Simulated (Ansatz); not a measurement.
Geometry optimisation, UKS PBE0-D4/def2-SVP (Ansatz).

The input (input.yaml):

```yaml
crystal:
  periodic: [false, false, false]
  atoms:
    - { symbol: O, position_ang: [0.1224, 0.9784, -0.4355] }
    - { symbol: C, position_ang: [0.0511, -0.1379, 0.3407] }
    - { symbol: F, position_ang: [0.8451, -1.0244, -0.2642] }
    - { symbol: F, position_ang: [-1.1218, -0.6264, 0.2668] }
    - { symbol: H, position_ang: [-0.2048, 0.6763, -1.3292] }
    - { symbol: H, position_ang: [0.35, 0.0699, 1.3752] }
magnetization:
  spin_polarized: true
basis:
  gaussian: { orbitals: def2-SVP }
hamiltonian:
  xc: pbe0
  dispersion: d4
relax:
  f_tol: 0.02
  max_steps: 40
```

Launched with:

```bash
$ ansatz run input.yaml --threads 1 --pin off --max-ram 2048MiB --backend cpu --events-out ev --progress --plain --runs-dir out
```

Where does it end, and by what steps?

It converged. After 5 steps the energy has fallen by 0.291 eV; H5 moved furthest, 0.10 Å.

| step | energy less start (eV) | largest force component (eV/Å) | accepted |
| --- | --- | --- | --- |
| 0 | 0.0000 | 3.611 | yes |
| 1 | -0.2489 | 1.310 | yes |
| 2 | -0.2865 | 0.407 | yes |
| 3 | -0.2900 | 0.333 | yes |
| 4 | -0.2914 | 0.053 | yes |
| 5 | -0.2914 | 0.008 | yes |

```xyz
6
Properties=species:S:1:pos:R:3
O 0.096 0.984 -0.436
C 0.060 -0.140 0.299
F 0.874 -1.089 -0.211
F -1.178 -0.681 0.311
H -0.178 0.767 -1.339
H 0.368 0.094 1.330
```

Whether the end is a true minimum wasn't checked by a vibrational analysis.

Run time: 19 s on 1 thread of Arm Neoverse V2 (shared host), peak memory 0.15 GiB.
